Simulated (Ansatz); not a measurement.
A nudged elastic band was laid between two geometries of CH$_{2}$FSi (5 atoms, charge -1, multiplicity 1).

Computed with Ansatz, RKS r2SCAN-D4/6-31G*.

```
movable images  : 7
climbing image  : yes
spring          : 5.0 eV/Å²
optimiser       : quadratic models (default)
start path      : through a guess of the saddle point
force threshold : 0.05 eV/Å
iteration limit : 60
end points      : relaxed
```

Image 0:

```xyz
5
Properties=species:S:1:pos:R:3
F 0.589 -1.672 1.404
C 0.751 -0.344 0.989
Si -0.212 0.303 -0.371
H -1.294 -0.027 -1.428
H 0.167 1.739 -0.595
```

Image 8:

```xyz
5
Properties=species:S:1:pos:R:3
F 1.037 -1.129 1.663
C 0.104 -1.125 0.619
Si -0.165 0.352 -0.350
H -1.218 0.068 -1.383
H 0.242 1.833 -0.549
```

Task: Which bonds break or form, and what moves?

Result: No bond is made or broken. The dihedral F1–C2–Si3–H4 changes from 0 to -180° by way of a nearly straight angle F1–C2–Si3 (up to 174°), not by a turn about the bond. The two ends are copies of one structure, up to a mirror image or an exchange of like atoms.

Task: What energy profile does the band end with?

Result: It converged. The highest image is number 4 of 0 to 8, 0.80 eV above the ends, which have the same energy within 2 meV. A vibrational analysis at the climbing image gives one clearly imaginary mode, 430i cm⁻¹: a first-order saddle point. Limits of this set-up: an anion without diffuse functions, the dipole of an ion depends on the origin.

| image | path coordinate (Å) | energy (eV) | angle F1–C2–Si3 (°) |
| --- | --- | --- | --- |
| 0 | 0.00 | 0.00 | 120 |
| 1 | 0.20 | 0.03 | 128 |
| 2 | 0.41 | 0.28 | 144 |
| 3 | 0.61 | 0.63 | 161 |
| 4 | 0.81 | 0.80 | 174 |
| 5 | 1.01 | 0.65 | 161 |
| 6 | 1.22 | 0.29 | 144 |
| 7 | 1.42 | 0.04 | 128 |
| 8 | 1.63 | 0.00 | 120 |

Task: What is the geometry of the highest image?

Result: 
```xyz
5
Properties=species:S:1:pos:R:3
F 0.900 -1.547 1.667
C 0.385 -0.676 0.768
Si -0.140 0.309 -0.430
H -1.364 0.133 -1.341
H 0.219 1.781 -0.663
```

Task: What are the harmonic wavenumbers there?

Result: 430i, 157, 414, 582, 699, 1103, 1504, 1851, 1984 cm⁻¹.

The band took 11 iterations and roughly 2.3 core-minutes.

Time of the run: 2.3 min on 1 thread of Intel(R) Xeon(R) Platinum 8259CL CPU @ 2.50GHz (Skylake/Cascade Lake), with other jobs on the host, peak memory 0.13 GiB.
